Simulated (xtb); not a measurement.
ethane (C2H6), SMILES CC. All values are semi-empirical tight-binding results from xtb (GFN2-xTB unless named), good for trends rather than for accurate numbers. Geometry optimised at GFN2-xTB.

```yaml
point_group_as_xtb_finds_it: D3d
orbital_gap: 15.50 eV
dipole_moment: 0.00 D
zero_point_energy: 46.6 kcal/mol
G − E(el) at 298.15 K (modified RRHO): 33.1 kcal/mol
static polarisability (D4 model): 28.5 bohr³
solvation energy, GFN2-xTB/ALPB(water): 0.1 kcal/mol
solvation energy, GFN2-xTB/ALPB(chcl3): -1.5 kcal/mol
```

Computed IR lines (harmonic; lines under 4 % of the strongest left out, lines within 3 cm⁻¹ merged):
ν (cm⁻¹): 861 (w), 3040 (vs) (against the strongest line: vs over 80 %, s over 45 %, m over 15 %, w over 4 %, vw less)
